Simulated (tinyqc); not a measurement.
UHF in the sto-3g basis, for BH2, spin multiplicity 2, step by step (part 1 of 2). Computed by tinyqc, a small Python program that keeps every step (integrals from PySCF). Settings: charge = 0, multiplicity = 2, basis = sto-3g, energy threshold = 1e-09, iteration cap = 88, orthogonalisation = canonical, start = highest core orbitals, DIIS depth = 4, method = UHF. Command: `OMP_NUM_THREADS=1 python tinyqc.py 30756 30757 out.jsonl` (the two numbers bound the seeds that draw the settings). One thread of a shared host (Intel(R) Xeon(R) Processor @ 2.60GHz), about 0.1 s of CPU time with the checks. Later iterations appear only in the table of the cycle.

## One-electron integrals

Geometry (angstrom):
```
atom         x          y         z
B     0.000000   0.000000  0.000000
H     0.000000   1.439000  0.567000
H     0.000000  -1.439000  0.567000
```

Basis sto-3g: exponents (1/bohr^2) and contraction coefficients of normalised primitives:
```
element  l (shell)   exponent  coefficient
B            s (1)  48.791113     0.154329
B            s (1)   8.887362     0.535328
B            s (1)   2.405267     0.444635
B            s (2)   2.236956    -0.099967
B            s (2)   0.519821     0.399513
B            s (2)   0.169062     0.700115
B            p (3)   2.236956     0.155916
B            p (3)   0.519821     0.607684
B            p (3)   0.169062     0.391957
H            s (1)   3.425251     0.154329
H            s (1)   0.623914     0.535328
H            s (1)   0.168855     0.444635
```

Overlap, kinetic and nuclear-attraction integrals over the contracted functions; the nuclear repulsion is the sum of Za Zb / Rab.

nuclear repulsion = 3.60525111 hartree

overlap S, lower triangle:
```
           1B 1s     1B 2s    1B 2px     1B 2py    1B 2pz     2H 1s     3H 1s
1B 1s   1.000000
1B 2s   0.269328  1.000000
1B 2px  0.000000  0.000000  1.000000
1B 2py  0.000000  0.000000  0.000000   1.000000
1B 2pz  0.000000  0.000000  0.000000   0.000000  1.000000
2H 1s   0.029928  0.310411  0.000000   0.331847  0.130756  1.000000
3H 1s   0.029928  0.310411  0.000000  -0.331847  0.130756  0.023549  1.000000
```

kinetic energy T (hartree), lower triangle:
```
            1B 1s     1B 2s    1B 2px     1B 2py    1B 2pz      2H 1s     3H 1s
1B 1s   10.826302
1B 2s   -0.047967  0.359168
1B 2px   0.000000  0.000000  1.123881
1B 2py   0.000000  0.000000  0.000000   1.123881
1B 2pz   0.000000  0.000000  0.000000   0.000000  1.123881
2H 1s   -0.008711  0.023828  0.000000   0.085304  0.033612   0.760032
3H 1s   -0.008711  0.023828  0.000000  -0.085304  0.033612  -0.007689  0.760032
```

nuclear attraction V (hartree), lower triangle:
```
             1B 1s      1B 2s     1B 2px     1B 2py     1B 2pz      2H 1s      3H 1s
1B 1s   -23.831664
1B 2s    -3.323657  -4.450276
1B 2px    0.000000   0.000000  -4.372725
1B 2py    0.000000   0.000000   0.000000  -4.494242
1B 2pz   -0.008065  -0.078711   0.000000   0.000000  -4.391591
2H 1s    -0.370824  -1.109008   0.000000  -1.107226  -0.444607  -3.115518
3H 1s    -0.370824  -1.109008   0.000000   1.107226  -0.444607  -0.085005  -3.115518
```

core Hamiltonian H = T + V (hartree), lower triangle:
```
             1B 1s      1B 2s     1B 2px     1B 2py     1B 2pz      2H 1s      3H 1s
1B 1s   -13.005362
1B 2s    -3.371624  -4.091108
1B 2px    0.000000   0.000000  -3.248845
1B 2py    0.000000   0.000000   0.000000  -3.370361
1B 2pz   -0.008065  -0.078711   0.000000   0.000000  -3.267711
2H 1s    -0.379535  -1.085180   0.000000  -1.021922  -0.410995  -2.355486
3H 1s    -0.379535  -1.085180   0.000000   1.021922  -0.410995  -0.092694  -2.355486
```

## Two-electron integrals

Functions are numbered as in S; the eight-fold symmetry (ij|kl) = (ji|kl) = (kl|ij) leaves the list below.

Two-electron integrals (ij|kl) in chemists' order, unique and non-zero (hartree):
```
(11|11) 2.923513    (21|11) 0.518376    (21|21) 0.109262    (22|11) 0.744229
(22|21) 0.193177    (22|22) 0.544804    (31|31) 0.020264    (32|31) 0.029996
(32|32) 0.120346    (33|11) 0.742491    (33|21) 0.193240    (33|22) 0.544682
(33|33) 0.586773    (41|41) 0.020264    (42|41) 0.029996    (42|42) 0.120346
(43|43) 0.031630    (44|11) 0.742491    (44|21) 0.193240    (44|22) 0.544682
(44|33) 0.523513    (44|44) 0.586773    (51|51) 0.020264    (52|51) 0.029996
(52|52) 0.120346    (53|53) 0.031630    (54|54) 0.031630    (55|11) 0.742491
(55|21) 0.193240    (55|22) 0.544682    (55|33) 0.523513    (55|44) 0.523513
(55|55) 0.586773    (61|11) 0.057302    (61|21) 0.012040    (61|22) 0.021383
(61|33) 0.021291    (61|41) 0.000779    (61|42) 0.001453    (61|44) 0.021540
(61|51) 0.000307    (61|52) 0.000572    (61|54) 0.000098    (61|55) 0.021330
(61|61) 0.001365    (62|11) 0.163778    (62|21) 0.043320    (62|22) 0.137931
(62|33) 0.133783    (62|41) 0.004376    (62|42) 0.028756    (62|44) 0.144433
(62|51) 0.001724    (62|52) 0.011330    (62|54) 0.004196    (62|55) 0.135437
(62|61) 0.005092    (62|62) 0.052498    (63|31) 0.003943    (63|32) 0.019348
(63|43) 0.005100    (63|53) 0.002010    (63|63) 0.005120    (64|11) 0.153214
(64|21) 0.041008    (64|22) 0.137641    (64|33) 0.130559    (64|41) 0.007394
(64|42) 0.044873    (64|44) 0.150185    (64|51) 0.001360    (64|52) 0.010058
(64|54) 0.005723    (64|55) 0.132022    (64|61) 0.005002    (64|62) 0.060916
(64|64) 0.074359    (65|11) 0.060370    (65|21) 0.016158    (65|22) 0.054234
(65|33) 0.051443    (65|41) 0.001360    (65|42) 0.010058    (65|44) 0.055157
(65|51) 0.004479    (65|52) 0.023311    (65|54) 0.006564    (65|55) 0.056039
(65|61) 0.001971    (65|62) 0.024002    (65|64) 0.027282    (65|65) 0.015869
(66|11) 0.340872    (66|21) 0.091705    (66|22) 0.331618    (66|33) 0.313550
(66|41) 0.009882    (66|42) 0.089008    (66|44) 0.360041    (66|51) 0.003894
(66|52) 0.035071    (66|54) 0.018319    (66|55) 0.320768    (66|61) 0.010877
(66|62) 0.171342    (66|64) 0.214294    (66|65) 0.084437    (66|66) 0.774606
(71|11) 0.057302    (71|21) 0.012040    (71|22) 0.021383    (71|33) 0.021291
(71|41) -0.000779   (71|42) -0.001453   (71|44) 0.021540    (71|51) 0.000307
(71|52) 0.000572    (71|54) -0.000098   (71|55) 0.021330    (71|61) 0.001301
(71|62) 0.004616    (71|64) 0.004216    (71|65) 0.001800    (71|66) 0.009752
(71|71) 0.001365    (72|11) 0.163778    (72|21) 0.043320    (72|22) 0.137931
(72|33) 0.133783    (72|41) -0.004376   (72|42) -0.028756   (72|44) 0.144433
(72|51) 0.001724    (72|52) 0.011330    (72|54) -0.004196   (72|55) 0.135437
(72|61) 0.004616    (72|62) 0.030475    (72|64) 0.027449    (72|65) 0.013667
(72|66) 0.072986    (72|71) 0.005092    (72|72) 0.052498    (73|31) 0.003943
(73|32) 0.019348    (73|43) -0.005100   (73|53) 0.002010    (73|63) 0.002552
(73|73) 0.005120    (74|11) -0.153214   (74|21) -0.041008   (74|22) -0.137641
(74|33) -0.130559   (74|41) 0.007394    (74|42) 0.044873    (74|44) -0.150185
(74|51) -0.001360   (74|52) -0.010058   (74|54) 0.005723    (74|55) -0.132022
(74|61) -0.004216   (74|62) -0.027449   (74|64) -0.023174   (74|65) -0.012141
(74|66) -0.065401   (74|71) -0.005002   (74|72) -0.060916   (74|74) 0.074359
(75|11) 0.060370    (75|21) 0.016158    (75|22) 0.054234    (75|33) 0.051443
(75|41) -0.001360   (75|42) -0.010058   (75|44) 0.055157    (75|51) 0.004479
(75|52) 0.023311    (75|54) -0.006564   (75|55) 0.056039    (75|61) 0.001800
(75|62) 0.013667    (75|64) 0.012141    (75|65) 0.008545    (75|66) 0.033795
(75|71) 0.001971    (75|72) 0.024002    (75|74) -0.027282   (75|75) 0.015869
(76|11) 0.013052    (76|21) 0.003438    (76|22) 0.010794    (76|33) 0.010549
(76|44) 0.010896    (76|51) 0.000258    (76|52) 0.001637    (76|55) 0.010926
(76|61) 0.000387    (76|62) 0.003170    (76|64) 0.003250    (76|65) 0.001599
(76|66) 0.008731    (76|71) 0.000387    (76|72) 0.003170    (76|74) -0.003250
(76|75) 0.001599    (76|76) 0.000258    (77|11) 0.340872    (77|21) 0.091705
(77|22) 0.331618    (77|33) 0.313550    (77|41) -0.009882   (77|42) -0.089008
(77|44) 0.360041    (77|51) 0.003894    (77|52) 0.035071    (77|54) -0.018319
(77|55) 0.320768    (77|61) 0.009752    (77|62) 0.072986    (77|64) 0.065401
(77|65) 0.033795    (77|66) 0.183852    (77|71) 0.010877    (77|72) 0.171342
(77|74) -0.214294   (77|75) 0.084437    (77|76) 0.008731    (77|77) 0.774606
```

## Orthogonalisation

S = U s U^T; canonical form X = U s^(-1/2), so that X^T S X = 1. Each column of U has its largest component positive (the first on a tie).

eigenvalues of S: 0.486614  0.518775  0.891434  1.000000  1.078484  1.457676  1.567017

X:
```
                1          2          3         4          5          6         7
1B 1s   -0.445743   0.000000   0.711369  0.000000  -0.547267   0.000000  0.287143
1B 2s    0.988323   0.000000  -0.226989  0.000000  -0.206441   0.000000  0.525536
1B 2px   0.000000   0.000000   0.000000  1.000000   0.000000   0.000000  0.000000
1B 2py   0.000000   0.969348   0.000000  0.000000   0.000000   0.592971  0.000000
1B 2pz   0.317813   0.000000   0.647756  0.000000   0.704128   0.000000  0.163921
2H 1s   -0.623916  -0.702845  -0.268915  0.000000   0.211320   0.408906  0.355419
3H 1s   -0.623916   0.702845  -0.268915  0.000000   0.211320  -0.408906  0.355419
```

## Starting guess

The start is the highest orbitals of the core Hamiltonian (a deliberately bad start); D(s) = C_occ C_occ^T for each spin.

D(alpha) at the start, lower triangle:
```
            1B 1s      1B 2s    1B 2px     1B 2py     1B 2pz      2H 1s     3H 1s
1B 1s    0.011682
1B 2s   -0.056783   0.296674
1B 2px   0.000000   0.000000  1.000000
1B 2py   0.000000   0.000000  0.000000   0.165330
1B 2pz   0.073096  -0.257918  0.000000   0.000000   0.915862
2H 1s    0.048608  -0.329874  0.000000  -0.327884  -0.136691   1.276333
3H 1s    0.048608  -0.329874  0.000000   0.327884  -0.136691  -0.024192  1.276333
```

D(beta) at the start, lower triangle:
```
            1B 1s      1B 2s    1B 2px     1B 2py     1B 2pz      2H 1s     3H 1s
1B 1s    0.011682
1B 2s   -0.056783   0.296674
1B 2px   0.000000   0.000000  0.000000
1B 2py   0.000000   0.000000  0.000000   0.165330
1B 2pz   0.073096  -0.257918  0.000000   0.000000   0.915862
2H 1s    0.048608  -0.329874  0.000000  -0.327884  -0.136691   1.276333
3H 1s    0.048608  -0.329874  0.000000   0.327884  -0.136691  -0.024192  1.276333
```

## Iteration 1: building the Fock matrix

J_ij = sum D_kl (ij|kl) with D = D(alpha) + D(beta), K_ij = sum D_kl (ik|jl) for each spin; F = H + J - K(s); E = tr D H + tr D J / 2 - 0.5 sum_s tr D(s) K(s) + E_nn.

Coulomb J (hartree), lower triangle:
```
            1B 1s      1B 2s    1B 2px     1B 2py    1B 2pz     2H 1s     3H 1s
1B 1s    3.601363
1B 2s    0.945992   2.935205
1B 2px   0.000000   0.000000  2.871717
1B 2py   0.000000   0.000000  0.000000   2.983146
1B 2pz  -0.018063  -0.018045  0.000000   0.000000  2.947932
2H 1s    0.104454   0.873561  0.000000   0.937378  0.367140  2.864942
3H 1s    0.104454   0.873561  0.000000  -0.937378  0.367140  0.064538  2.864942
```

exchange K(alpha) (hartree), lower triangle:
```
            1B 1s      1B 2s    1B 2px     1B 2py    1B 2pz     2H 1s     3H 1s
1B 1s    0.047359
1B 2s    0.060059   0.306480
1B 2px   0.000000   0.000000  0.633900
1B 2py   0.000000   0.000000  0.000000   0.123202
1B 2pz  -0.010028  -0.188859  0.000000   0.000000  0.577756
2H 1s    0.004925   0.105158  0.000000   0.120532  0.043614  0.747474
3H 1s    0.004925   0.105158  0.000000  -0.120532  0.043614  0.007947  0.747474
```

exchange K(beta) (hartree), lower triangle:
```
            1B 1s      1B 2s    1B 2px     1B 2py    1B 2pz     2H 1s     3H 1s
1B 1s    0.027095
1B 2s    0.030063   0.186134
1B 2px   0.000000   0.000000  0.047127
1B 2py   0.000000   0.000000  0.000000   0.091573
1B 2pz  -0.010028  -0.188859  0.000000   0.000000  0.546126
2H 1s    0.000981   0.085810  0.000000   0.115432  0.041604  0.742355
3H 1s    0.000981   0.085810  0.000000  -0.115432  0.041604  0.005394  0.742355
```

F(alpha) (hartree), lower triangle:
```
            1B 1s      1B 2s     1B 2px     1B 2py     1B 2pz      2H 1s      3H 1s
1B 1s   -9.451359
1B 2s   -2.485691  -1.462383
1B 2px   0.000000   0.000000  -1.011028
1B 2py   0.000000   0.000000   0.000000  -0.510418
1B 2pz  -0.016099   0.092103   0.000000   0.000000  -0.897534
2H 1s   -0.280005  -0.316777   0.000000  -0.205075  -0.087469  -0.238019
3H 1s   -0.280005  -0.316777   0.000000   0.205075  -0.087469  -0.036103  -0.238019
```

F(beta) (hartree), lower triangle:
```
            1B 1s      1B 2s     1B 2px     1B 2py     1B 2pz      2H 1s      3H 1s
1B 1s   -9.431095
1B 2s   -2.455695  -1.342037
1B 2px   0.000000   0.000000  -0.424255
1B 2py   0.000000   0.000000   0.000000  -0.478788
1B 2pz  -0.016099   0.092103   0.000000   0.000000  -0.865904
2H 1s   -0.276062  -0.297429   0.000000  -0.199975  -0.085459  -0.232899
3H 1s   -0.276062  -0.297429   0.000000   0.199975  -0.085459  -0.033551  -0.232899
```

total energy of this density = -7.22337946 hartree

## Iteration 1: diagonalisation and new density

Diagonalise F' = X^T F X, C = X C', fill 4 alpha and 3 beta electrons from the bottom; D(s) = C_occ C_occ^T. Each column has its largest component positive (the first on a tie).

F' = X^T F X (alpha) (hartree), lower triangle:
```
           1          2          3          4          5          6          7
1  -0.818630
2   0.000000  -0.120223
3   1.448190   0.000000  -4.315725
4   0.000000   0.000000   0.000000  -1.011028
5  -1.241425   0.000000   3.097415   0.000000  -3.805777
6   0.000000  -0.168961   0.000000   0.000000   0.000000  -0.445891
7   0.604202   0.000000  -2.533500   0.000000   2.391751   0.000000  -2.383757
```

orbital energies (alpha) (hartree): MO1 -9.451899, MO2 -1.011028, MO3 -0.985626, MO4 -0.783949, MO5 -0.517711, MO6 -0.102415, MO7 -0.048403

coefficients C (alpha):
```
              MO1       MO2        MO3        MO4        MO5        MO6        MO7
1B 1s    1.002230  0.000000   0.179549  -0.206802   0.000000   0.084947   0.000000
1B 2s   -0.008834  0.000000  -0.692044   0.785623   0.000000  -0.500905   0.000000
1B 2px   0.000000  1.000000   0.000000   0.000000   0.000000   0.000000   0.000000
1B 2py   0.000000  0.000000   0.000000   0.000000   0.924921   0.000000  -0.660129
1B 2pz   0.001451  0.000000   0.748041   0.663674   0.000000  -0.207917   0.000000
2H 1s    0.001977  0.000000   0.008862  -0.010117   0.101369   0.795223   0.806796
3H 1s    0.001977  0.000000   0.008862  -0.010117  -0.101369   0.795223  -0.806796
```

F' = X^T F X (beta) (hartree), lower triangle:
```
           1          2          3          4          5          6          7
1  -0.759242
2   0.000000  -0.101866
3   1.438649   0.000000  -4.294270
4   0.000000   0.000000   0.000000  -0.424255
5  -1.255925   0.000000   3.110468   0.000000  -3.775438
6   0.000000  -0.152464   0.000000   0.000000   0.000000  -0.428964
7   0.662132   0.000000  -2.539024   0.000000   2.371456   0.000000  -2.320474
```

orbital energies (beta) (hartree): MO1 -9.432113, MO2 -0.925410, MO3 -0.698368, MO4 -0.489007, MO5 -0.424255, MO6 -0.093532, MO7 -0.041822

coefficients C (beta):
```
              MO1        MO2        MO3        MO4       MO5        MO6        MO7
1B 1s    1.003070   0.135873  -0.230210   0.000000  0.000000   0.095271   0.000000
1B 2s   -0.012193  -0.529322   0.878379   0.000000  0.000000  -0.543352   0.000000
1B 2px   0.000000   0.000000   0.000000   0.000000  1.000000   0.000000   0.000000
1B 2py   0.000000   0.000000   0.000000   0.906924  0.000000   0.000000  -0.684644
1B 2pz   0.001322   0.859917   0.506436   0.000000  0.000000  -0.217541   0.000000
2H 1s    0.002590  -0.003235   0.020369   0.122923  0.000000   0.795068   0.803794
3H 1s    0.002590  -0.003235   0.020369  -0.122923  0.000000   0.795068  -0.803794
```

D(alpha) after iteration 1, lower triangle:
```
            1B 1s      1B 2s    1B 2px    1B 2py     1B 2pz     2H 1s     3H 1s
1B 1s    1.079469
1B 2s   -0.295578   1.096207
1B 2px   0.000000   0.000000  1.000000
1B 2py   0.000000   0.000000  0.000000  0.000000
1B 2pz  -0.001485   0.003708  0.000000  0.000000   1.000030
2H 1s    0.005664  -0.014098  0.000000  0.000000  -0.000082  0.000185
3H 1s    0.005664  -0.014098  0.000000  0.000000  -0.000082  0.000185  0.000185
```

D(beta) after iteration 1, lower triangle:
```
            1B 1s      1B 2s    1B 2px    1B 2py    1B 2pz     2H 1s     3H 1s
1B 1s    1.077609
1B 2s   -0.286363   1.051881
1B 2px   0.000000   0.000000  0.000000
1B 2py   0.000000   0.000000  0.000000  0.000000
1B 2pz   0.001578  -0.010347  0.000000  0.000000  0.995936
2H 1s   -0.002530   0.019573  0.000000  0.000000  0.007537  0.000432
3H 1s   -0.002530   0.019573  0.000000  0.000000  0.007537  0.000432  0.000432
```

## Iteration 2: building the Fock matrix

As before.

Coulomb J (hartree), lower triangle:
```
            1B 1s      1B 2s    1B 2px     1B 2py    1B 2pz     2H 1s     3H 1s
1B 1s    9.532605
1B 2s    1.986611   4.187988
1B 2px   0.000000   0.000000  4.183545
1B 2py   0.000000   0.000000  0.000000   4.120691
1B 2pz  -0.000214  -0.000597  0.000000   0.000000  4.246732
2H 1s    0.219574   1.004796  0.000000   0.974158  0.391777  2.299394
3H 1s    0.219574   1.004796  0.000000  -0.974158  0.391777  0.079807  2.299394
```

exchange K(alpha) (hartree), lower triangle:
```
            1B 1s     1B 2s    1B 2px     1B 2py    1B 2pz     2H 1s     3H 1s
1B 1s    3.010322
1B 2s    0.579224  0.834890
1B 2px   0.000000  0.000000  0.753469
1B 2py   0.000000  0.000000  0.000000   0.196980
1B 2pz  -0.000092  0.000476  0.000000   0.000000  0.753263
2H 1s    0.066319  0.182587  0.000000   0.040714  0.069663  0.072514
3H 1s    0.066319  0.182587  0.000000  -0.040714  0.069663  0.041274  0.072514
```

exchange K(beta) (hartree), lower triangle:
```
            1B 1s      1B 2s    1B 2px     1B 2py    1B 2pz     2H 1s     3H 1s
1B 1s    2.989001
1B 2s    0.548958   0.710803
1B 2px   0.000000   0.000000  0.164289
1B 2py   0.000000   0.000000  0.000000   0.166402
1B 2pz  -0.000366  -0.001627  0.000000   0.000000  0.719124
2H 1s    0.062559   0.170827  0.000000   0.038496  0.069973  0.077505
3H 1s    0.062559   0.170827  0.000000  -0.038496  0.069973  0.042597  0.077505
```

F(alpha) (hartree), lower triangle:
```
            1B 1s      1B 2s    1B 2px     1B 2py     1B 2pz      2H 1s      3H 1s
1B 1s   -6.483079
1B 2s   -1.964237  -0.738010
1B 2px   0.000000   0.000000  0.181231
1B 2py   0.000000   0.000000  0.000000   0.553350
1B 2pz  -0.008187  -0.079784  0.000000   0.000000   0.225758
2H 1s   -0.226280  -0.262972  0.000000  -0.088477  -0.088881  -0.128606
3H 1s   -0.226280  -0.262972  0.000000   0.088477  -0.088881  -0.054162  -0.128606
```

F(beta) (hartree), lower triangle:
```
            1B 1s      1B 2s    1B 2px     1B 2py     1B 2pz      2H 1s      3H 1s
1B 1s   -6.461758
1B 2s   -1.933972  -0.613923
1B 2px   0.000000   0.000000  0.770411
1B 2py   0.000000   0.000000  0.000000   0.583927
1B 2pz  -0.007914  -0.077681  0.000000   0.000000   0.259897
2H 1s   -0.222520  -0.251211  0.000000  -0.086260  -0.089191  -0.133598
3H 1s   -0.222520  -0.251211  0.000000   0.086260  -0.089191  -0.055484  -0.133598
```

total energy of this density = -24.00602745 hartree
